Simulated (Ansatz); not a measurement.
# SiH₃S+ (SMILES [SiH2]=[SH+]): single points off equilibrium

How do the functionals fare away from a minimum? The structure is a frame of a short trajectory.

Computed with Ansatz 0.2.0, Gaussian basis. Level: single points in def2-TZVPP.

Correlated methods freeze the cores.

**1. The starting structure**

5 atoms, charge 1, spin multiplicity 1.

Atoms are counted from 1 here; the program's logs count them from 0.

Bond lengths: Si1–S2 2.176 Å, Si1–H3 1.456 Å, Si1–H4 1.436 Å, S2–H5 1.261 Å. Angles: S2–Si1–H3 119.3°, S2–Si1–H4 108.2°, H3–Si1–H4 132.2°, Si1–S2–H5 87.9°.

Geometry (Å):

```xyz
5
charge 1, multiplicity 1
Si   -0.44120   -0.52241   -0.10336
S     1.23194    0.57184    0.75674
H    -0.63098   -1.92335    0.24399
H    -1.09821    0.33363   -1.05018
H     1.01699    1.47795   -0.09374
```

**2. PBE-D4/def2-TZVPP**

The input, run/in.yaml:

```yaml
crystal:
  periodic: [false, false, false]
  atoms:
    - {symbol: Si, position_ang: [-0.441200, -0.522414, -0.103360]}
    - {symbol: S, position_ang: [1.231938, 0.571839, 0.756735]}
    - {symbol: H, position_ang: [-0.630979, -1.923349, 0.243993]}
    - {symbol: H, position_ang: [-1.098207, 0.333632, -1.050183]}
    - {symbol: H, position_ang: [1.016993, 1.477946, -0.093740]}
basis:
  gaussian: {orbitals: def2-TZVPP}
total_charge: 1
hamiltonian: {xc: pbe, dispersion: d4}
output: {forces: true}
```

On the command line:

```sh
> ansatz run in.yaml --threads 2 --pin off --events-out ev --progress --plain --max-ram 3481MiB
```

**3. r2SCAN-D4/def2-TZVPP**

Edit run/in.yaml of step 2 so:

```diff
@@ -11,3 +11,3 @@
 total_charge: 1
-hamiltonian: {xc: pbe, dispersion: d4}
+hamiltonian: {xc: r2scan, dispersion: d4}
 output: {forces: true}
```

**4. PBE0-D4/def2-TZVPP**

Edit run/in.yaml of step 3 so:

```diff
@@ -11,3 +11,3 @@
 total_charge: 1
-hamiltonian: {xc: r2scan, dispersion: d4}
-output: {forces: true}
+hamiltonian: {xc: pbe0, dispersion: d4}
+output: {forces: true, orbitals: {seedname: orbitals}}
```

**5. wB97M-V/def2-TZVPP**

Edit run/in.yaml of step 4 so:

```diff
@@ -11,3 +11,3 @@
 total_charge: 1
-hamiltonian: {xc: pbe0, dispersion: d4}
-output: {forces: true, orbitals: {seedname: orbitals}}
+hamiltonian: {xc: {name: wB97M-V}}
+output: {forces: true}
```

**6. CCSD(T)/def2-TZVPP**

Edit run/in.yaml of step 5 so:

```diff
@@ -11,3 +11,3 @@
 total_charge: 1
-hamiltonian: {xc: {name: wB97M-V}}
+correlation: {method: ccsd_t}
 output: {forces: true}
```

(Steps that only read results are left out.)

Before running it: what results should come out? Wanted: energy less free atoms, CCSD(T)/def2-TZVPP; RMS force component; RMS force error; HOMO and LUMO, PBE0-D4; T1 diagnostic.

The runs gave:

```
                                  quantity                                                             value
energy less free atoms, CCSD(T)/def2-TZVPP                                                   -127.1 kcal/mol
                       RMS force component                              1.466 to 1.540 eV/Å over the methods
                           RMS force error  PBE-D4 0.201, r2SCAN-D4 0.059, PBE0-D4 0.086, wB97M-V 0.082 eV/Å
                    HOMO and LUMO, PBE0-D4                                               -14.32 and -9.18 eV
                             T1 diagnostic                                                             0.021
```

In words: Against CCSD(T) the functionals' energies less atoms differ by -11.6 to -3.5 kcal/mol, PBE-D4 by -8.3 kcal/mol. A larger basis would deepen the CCSD(T) value, while the functionals are nearly converged already, so the order here is not reliable. For forces r2SCAN-D4 does best and PBE-D4 worst.
